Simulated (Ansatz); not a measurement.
BN₂, relaxed as a doublet with UKS r2SCAN-D4/def2-TZVP in Ansatz, starting from the GFN2-xTB geometry. Force threshold 0.02 eV/Å.

Another isomer (doublet) lies 1.59 eV lower at PBE0-D4/def2-TZVP; other spin states weren't run for this one.

Start:

Cartesian coordinates in Å:
```
B -0.386 0.557 -0.128
N 0.728 -0.040 -0.510
N -0.342 -0.517 0.638
```

| step | energy (eV) | largest force component (eV/Å) | SCF passes |
| --- | --- | --- | --- |
| 1 | -3649.4942 | 1.587 | 50 |
| 2 | -3649.5992 | 1.186 | 49 |
| 3 | -3649.8442 | 0.454 | 54 |
| 4 | -3649.8626 | 0.090 | 51 |
| 5 | -3649.8663 | 0.006 | 59 |

Force components are those of the run's own axes.

End:

```tsv
atom	x (Å)	y (Å)	z (Å)
B1	-0.295	0.426	-0.098
N2	0.838	0.095	-0.692
N3	-0.543	-0.521	0.790
```

Bonds lost: N2–N3 (atoms count from 1).

No frequencies were taken in this run, so the end may be a saddle point.

Hardware: 4 threads of Arm Neoverse V2 on a shared host. Wall time 8.5 s.
